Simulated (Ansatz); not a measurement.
Geometry optimisation, Ansatz, RHF/cc-pVDZ.

The input (input.yaml):

```yaml
crystal:
  periodic: [false, false, false]
  atoms:
    - { symbol: Al, position_ang: [0.014537, -0.403373, -0.500749] }
    - { symbol: Cl, position_ang: [0.007858, -0.111679, 2.917778] }
    - { symbol: H, position_ang: [1.393058, 0.336943, -0.638524] }
    - { symbol: H, position_ang: [-1.377554, 0.110561, -1.03827] }
    - { symbol: O, position_ang: [0.069859, -2.001254, 0.237385] }
    - { symbol: H, position_ang: [-0.661365, -2.60081, 0.254023] }
    - { symbol: H, position_ang: [0.243206, -1.268788, 2.312657] }
basis:
  gaussian: { orbitals: cc-pVDZ }
hamiltonian:
  xc: hf
relax:
  f_tol: 0.03
  max_steps: 50
```

Command:

```bash
$ ansatz run input.yaml --threads 1 --pin off --max-ram 2048MiB --backend cpu --events-out ev --progress --plain --runs-dir out
```

Q: Where does it end, and by what steps?

A: The run converged. After 20 steps the energy has fallen by 0.135 eV; H4 moved furthest, 1.52 Å.

| step | energy less start (eV) | largest force component (eV/Å) | accepted |
| --- | --- | --- | --- |
| 0 | 0.0000 | 1.091 | yes |
| 1 | -0.0188 | 0.800 | yes |
| 2 | -0.0117 | 0.968 | no |
| 3 | -0.0330 | 0.655 | yes |
| 4 | -0.0518 | 0.366 | yes |
| 5 | -0.0667 | 0.161 | yes |
| 6 | -0.0828 | 0.124 | yes |
| 7 | -0.0890 | 0.526 | yes |
| 8 | -0.0989 | 0.340 | yes |
| 9 | -0.1134 | 0.214 | yes |
| 10 | -0.1187 | 0.105 | yes |
| 11 | -0.1268 | 0.043 | yes |
| 12 | -0.1263 | 0.473 | no |
| 13 | -0.1302 | 0.045 | yes |
| 14 | -0.1322 | 0.159 | yes |
| 15 | -0.1333 | 0.151 | yes |
| 16 | -0.1247 | 0.260 | no |
| 17 | -0.1341 | 0.073 | yes |
| 18 | -0.1348 | 0.064 | yes |
| 19 | -0.1351 | 0.050 | yes |
| 20 | -0.1352 | 0.030 | yes |

```xyz
7
Properties=species:S:1:pos:R:3
Al -0.039 -0.377 -0.829
Cl 0.692 -1.114 3.609
H 1.054 0.737 -0.647
H -0.800 -0.719 -2.169
O -0.421 -1.298 0.591
H -1.058 -1.998 0.600
H 0.262 -1.170 2.390
```

Whether the end is a true minimum wasn't checked by a vibrational analysis.

The run took 29 s on 1 thread of Arm Neoverse V1, with other jobs on the host, peak memory 0.12 GiB.
